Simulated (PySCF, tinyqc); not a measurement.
Worked calculation: G0W0 on RHF in the sto-6g basis, for BH, spin multiplicity 1. The lowest restricted solution is unstable here: a spin-polarised one lies 0.0069 hartree lower (PySCF). One step of it, computed by the program tinyqc.

Task: Iteration 1: building the Fock matrix. J_ij = sum D_kl (ij|kl), K_ij = sum D_kl (ik|jl); F = H + J - 0.5 K; E = tr D H + tr D J / 2 - 0.25 tr D K + E_nn.

D at the start, lower triangle:
```
            1B 1s      1B 2s    1B 2px    1B 2py     1B 2pz     2H 1s
1B 1s    2.155117
1B 2s   -0.589638   2.235823
1B 2px   0.000000   0.000000  0.000000
1B 2py   0.000000   0.000000  0.000000  0.000000
1B 2pz  -0.022246   0.095702  0.000000  0.000000   2.107825
2H 1s    0.048512  -0.159301  0.000000  0.000000  -0.183460  0.026205
```

core Hamiltonian H = T + V (hartree), lower triangle:
```
             1B 1s      1B 2s     1B 2px     1B 2py     1B 2pz      2H 1s
1B 1s   -12.774594
1B 2s    -3.165514  -3.703537
1B 2px    0.000000   0.000000  -2.931270
1B 2py    0.000000   0.000000   0.000000  -2.931270
1B 2pz   -0.010766  -0.100897   0.000000   0.000000  -2.995967
2H 1s    -0.326448  -0.924586   0.000000   0.000000  -0.956216  -2.117338
```

Two-electron integrals (ij|kl) in chemists' order, unique and non-zero (hartree):
```
(11|11) 2.924993   (21|11) 0.480756   (21|21) 0.099484   (22|11) 0.743449
(22|21) 0.188967   (22|22) 0.544922   (31|31) 0.021096   (32|31) 0.030854
(32|32) 0.120443   (33|11) 0.743450   (33|21) 0.188967   (33|22) 0.544922
(33|33) 0.587109   (41|41) 0.021096   (42|41) 0.030854   (42|42) 0.120443
(43|43) 0.031641   (44|11) 0.743450   (44|21) 0.188967   (44|22) 0.544922
(44|33) 0.523827   (44|44) 0.587109   (51|51) 0.021096   (52|51) 0.030854
(52|52) 0.120443   (53|53) 0.031641   (54|54) 0.031641   (55|11) 0.743450
(55|21) 0.188967   (55|22) 0.544922   (55|33) 0.523827   (55|44) 0.523827
(55|55) 0.587109   (61|11) 0.050496   (61|21) 0.010143   (61|22) 0.019174
(61|33) 0.019072   (61|44) 0.019072   (61|51) 0.000800   (61|52) 0.001546
(61|55) 0.019379   (61|61) 0.001073   (62|11) 0.148946   (62|21) 0.038681
(62|22) 0.126303   (62|33) 0.122500   (62|44) 0.122500   (62|51) 0.004473
(62|52) 0.028464   (62|55) 0.133910   (62|61) 0.004215   (62|62) 0.044862
(63|31) 0.003607   (63|32) 0.017378   (63|53) 0.005026   (63|63) 0.004265
(64|41) 0.003607   (64|42) 0.017378   (64|54) 0.005026   (64|64) 0.004265
(65|11) 0.152584   (65|21) 0.040104   (65|22) 0.137411   (65|33) 0.130467
(65|44) 0.130467   (65|51) 0.007462   (65|52) 0.044961   (65|55) 0.151298
(65|61) 0.004549   (65|62) 0.056688   (65|65) 0.074464   (66|11) 0.329157
(66|21) 0.087095   (66|22) 0.321540   (66|33) 0.304621   (66|44) 0.304621
(66|51) 0.010452   (66|52) 0.091169   (66|55) 0.355378   (66|61) 0.009605
(66|62) 0.156829   (66|65) 0.213415   (66|66) 0.774999
```

nuclear repulsion = 1.65058394 hartree

Give: Coulomb J; exchange K; Fock matrix F; total energy of this density.

Result:

Coulomb J (hartree), lower triangle:
```
         1B 1s    1B 2s  1B 2px  1B 2py  1B 2pz   2H 1s
1B 1s   8.8761
1B 2s   1.7158   3.6660
1B 2px  0.0000   0.0000  3.6248
1B 2py  0.0000   0.0000  0.0000  3.6248
1B 2pz  0.0012  -0.0013  0.0000  0.0000  3.7483
2H 1s   0.1782   0.8147  0.0000  0.0000  0.8766  1.9846
```

exchange K (hartree), lower triangle:
```
         1B 1s   1B 2s  1B 2px  1B 2py  1B 2pz   2H 1s
1B 1s   6.0051
1B 2s   1.0241  1.4180
1B 2px  0.0000  0.0000  0.3381
1B 2py  0.0000  0.0000  0.0000  0.3381
1B 2pz  0.0000  0.0032  0.0000  0.0000  1.4487
2H 1s   0.1171  0.3029  0.0000  0.0000  0.3012  0.1582
```

Fock matrix F (hartree), lower triangle:
```
          1B 1s    1B 2s  1B 2px  1B 2py   1B 2pz    2H 1s
1B 1s   -6.9010
1B 2s   -1.9618  -0.7466
1B 2px   0.0000   0.0000  0.5245
1B 2py   0.0000   0.0000  0.0000  0.5245
1B 2pz  -0.0096  -0.1038  0.0000  0.0000   0.0279
2H 1s   -0.2068  -0.2613  0.0000  0.0000  -0.2302  -0.2119
```

total energy of this density = -24.299632 hartree
